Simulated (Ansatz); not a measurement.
```yaml
crystal:
  periodic: [false, false, false]
  atoms:
    - {symbol: Ga, position_ang: [-2.328823, -0.170170, -0.000078]}
    - {symbol: Al, position_ang: [0.440043, -0.363393, 0.001059]}
    - {symbol: P, position_ang: [2.583751, -0.765806, -0.000993]}
    - {symbol: H, position_ang: [-0.694971, 1.299369, 0.000011]}
basis:
  gaussian: {orbitals: def2-TZVP}
hamiltonian: {xc: pbe0}
relax: {f_tol: 0.004, max_steps: 80}
```

```sh
$ ansatz run in.yaml --threads 1 --pin off --events-out ev --progress --plain --max-ram 2176MiB
```

Steps of the relaxation (energy above the last step; positions in Å, forces in eV/Å):

```
4
step 1, 2861.0 meV
Ga   -2.329   -0.170    0.000    0.293    0.136    0.000
Al    0.440   -0.363    0.001   -0.203    1.287   -0.002
P     2.584   -0.766   -0.001   -0.649    0.003    0.001
H    -0.695    1.299    0.000    0.560   -1.426    0.001
```

```
4
step 2, 2483.2 meV
Ga   -2.309   -0.149    0.000    0.041   -0.078    0.000
Al    0.410   -0.223    0.001    0.623    0.246   -0.001
P     2.512   -0.751   -0.001   -0.732    0.032    0.001
H    -0.612    1.123    0.000    0.068   -0.200    0.000
```

```
4
step 3, 2403.5 meV
Ga   -2.260   -0.223    0.000   -0.002   -0.123    0.000
Al    0.439   -0.102    0.001    0.510    0.069    0.000
P     2.443   -0.820   -0.001   -0.345   -0.074    0.000
H    -0.621    1.146    0.000   -0.162    0.128    0.000
```

```
4
step 6, 1922.7 meV
Ga   -1.941   -0.595    0.000    0.504   -0.181    0.000
Al    0.636    0.419    0.000    0.111    0.033    0.000
P     2.041   -1.154   -0.001   -0.731    0.173    0.000
H    -0.736    1.330    0.001    0.116   -0.026    0.000
```

```
4
step 9, 1057.9 meV
Ga   -1.470   -0.889   -0.001    0.681   -0.398    0.000
Al    0.729    0.718    0.000   -0.138    0.004    0.000
P     1.466   -1.253   -0.001   -0.737    0.089    0.000
H    -0.725    1.425    0.001    0.194    0.305    0.000
```

```
4
step 14, 74.2 meV
Ga   -1.230   -1.730   -0.001    0.126   -0.191    0.000
Al    0.421    0.767    0.001   -0.148    0.277    0.000
P     1.123   -1.223   -0.001   -0.208    0.034    0.000
H    -0.313    2.186    0.002    0.230   -0.120    0.000
```

```
4
step 18, 0.0 meV
Ga   -1.192   -2.081   -0.002   -0.004   -0.002    0.000
Al    0.313    0.852    0.001    0.003   -0.003    0.000
P     0.985   -1.146   -0.001    0.002    0.004    0.000
H    -0.106    2.375    0.002   -0.002    0.001    0.000
```

Close pairs at the end: Al2–H4 1.579 Å, Al2–P3 2.109 Å, Ga1–P3 2.369 Å, Ga1–Al2 3.297 Å.

A stationary point of restricted PBE0 after 18 steps (its stability towards spin polarisation wasn't tested); no frequencies were run, so it isn't proven a minimum. 2 min on 1 thread of Intel Xeon Platinum 8375C, shared host.
